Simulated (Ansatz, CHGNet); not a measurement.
For diamond, the machine-learned potential CHGNet-r²SCAN (trained on r²SCAN data) gives:

| Item | Result |
|---|---|
| lattice parameter a | 3.559 Å |
| elastic constant C11 | 670 GPa |
| elastic constant C44 | 282 GPa |
| polycrystal shear modulus | 230 GPa |

**Question.** What does HSE06 (Ansatz, a program for electronic structure, PAW) give for the same quantities?

**Answer.** 
- lattice constant a: 3.546 Å (drops by 0.4 %)
- elastic constant C11: 1137 GPa (rises by 70 %)
- elastic constant C44: 608 GPa (grows by 120 %)
- Voigt–Reuss–Hill shear modulus: 562 GPa (goes up by 140 %)

For comparison: lattice constant a 3.553 Å (measured, static lattice: zero-point anharmonic expansion removed, our sources range from 3.543 to 3.555; as tabulated in Mejia-Rodriguez and Trickey (2018), arXiv:1807.09216); elastic constant C11 1081 GPa (measured, low temperature, zero-point motion not removed; as tabulated in Tanner et al. (2021), arXiv:2110.11888); elastic constant C44 579 GPa (measured, low temperature, zero-point motion not removed; as tabulated in Tanner et al. (2021), arXiv:2110.11888).

Changes are worked out from the printed values.

Unless a cell is named, each level is at its own relaxed cell (CHGNet-r²SCAN 5.64, HSE06 5.57 Å³/atom).

Ansatz's density-functional and Hartree–Fock values are scalar-relativistic unless marked +SOC, with PAW data made under PBE.
